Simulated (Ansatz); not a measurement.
**Ge–C–OH: how the atomization moves with the basis**

Ge–C–OH, doublet; coordinates (Å): Ge 0.000 -0.160 2.081; C 0.000 -0.167 0.307; O 0.000 -0.271 -0.979; H 0.000 0.599 -1.409. Quantity: atomization.

Ansatz 0.2.0, basis cc-pVDZ or cc-pVTZ; geometries are PBE0/def2-TZVP minima. Wave-function levels freeze the cores with the filled d shells of p-block atoms; HF, MP2 and coupled cluster are restricted for singlets and unrestricted otherwise, atoms included, restricted open-shell where a d shell is frozen, Kohn–Sham unrestricted where that lies lower. The reference is CCSDT(Q) (coupled cluster only where its series has nearly closed). Semilocal and hybrid functionals correlate all electrons outside any core potential and usually lie nearer their basis limit than the reference, so part of their error here is the reference's basis and frozen-core error; RPA and the MP2 part of double hybrids freeze the same cores as the reference. None of these values is a measured one. Energies are electronic, without zero-point terms. No spin–orbit coupling and no scalar relativity. The species are chosen: bound, without strong static correlation by their natural occupations or amplitudes, in their lowest spin state as far as vertical gaps and like structures tell, and with a ladder that closes on the reference, so errors are smaller than for species at large; levels whose determinant breaks symmetry or spin markedly are left out.

```
    level   cc-pVDZ (kJ/mol)   cc-pVTZ (kJ/mol)
reference  1159.8 (CCSDT(Q))  1248.4 (CCSDT(Q))
     CCSD             1118.5             1197.2
  CCSD(T)             1154.7             1245.1
    CCSDT             1155.4             1243.4
      PBE             1369.7             1389.2
     PBE0             1283.5             1307.8
   B2PLYP             1242.5             1288.6
  RPA-PBE             1081.4             1162.0
```

From cc-pVDZ to cc-pVTZ the reference moves by 88.6 kJ/mol and PBE by 19.5; the step from CCSD(T) to the reference is 5.2 in the first and 3.3 in the last.
